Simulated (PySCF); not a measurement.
## Bond length, frequency and bond energy of PN by level of theory

State: ¹Σ⁺ (singlet), closed shell. Set-up: basis P pcseg-1, N pcseg-1; no relativity; PySCF 2.14. De refers to P + N in their high-spin ground configurations, without counterpoise correction. A positive dipole means P(−)N(+).

```tsv
Level	Re (Å)	ωe (cm⁻¹)	De (eV)	μ (D)	CPU s a point (SCF and correlation, without the integrals)
RHF	1.455	1592	1.47	-3.12	0.016
RHF-MP2	1.534	1160	5.80	n/a	0.025
RHF-SCS-MP2	1.527	1202	5.70	n/a	n/a
RHF-CCSD	1.500	1369	4.90	n/a	n/a
RHF-CCSD(T)	1.511	1312	5.28	n/a	0.17
PBE	1.511	1322	6.48	-2.46	0.31
r²SCAN	1.497	1379	5.73	-2.61	0.43
r²SCANh	1.490	1408	5.49	-2.67	0.44
PBE0	1.489	1418	5.70	-2.68	0.43
BHandHLYP	1.472	1487	5.08	-2.87	0.25
M06-2X	1.480	1463	5.94	-2.79	0.46
```

(1) What are the measured Re and ωe, and which levels come closest?

| Level | error in Re (pm) | error in ωe (%) |
| --- | --- | --- |
| RHF | -3.6 | 19.0 |
| RHF-MP2 | 4.4 | -13.2 |
| RHF-SCS-MP2 | 3.6 | -10.1 |
| RHF-CCSD | 0.9 | 2.4 |
| RHF-CCSD(T) | 2.0 | -1.9 |
| PBE | 2.0 | -1.1 |
| r²SCAN | 0.6 | 3.2 |
| r²SCANh | -0.1 | 5.3 |
| PBE0 | -0.2 | 6.0 |
| BHandHLYP | -1.9 | 11.2 |
| M06-2X | -1.1 | 9.4 |

Correlated steps freeze 6 core orbitals. Correlated levels converge slowly with the basis: in double zeta they bind strong bonds too weakly, by up to about 1 eV, and carry superposition errors of some tenths. Where the molecule has an RHF reference, its open-shell atoms are computed with UHF.

The whole job (state search and all levels along the bond) took about 0.77 min on 1 thread of Arm Neoverse V2 (shared host), peak memory 0.4 GiB.

Results:

(1) Re = 1.490866 Å and ωe = 1337.24 cm⁻¹ (Huber and Herzberg, Constants of Diatomic Molecules (1979)). Closest are r²SCANh for the length (off by -0.001 Å) and PBE for the frequency (off by -1.1 %).
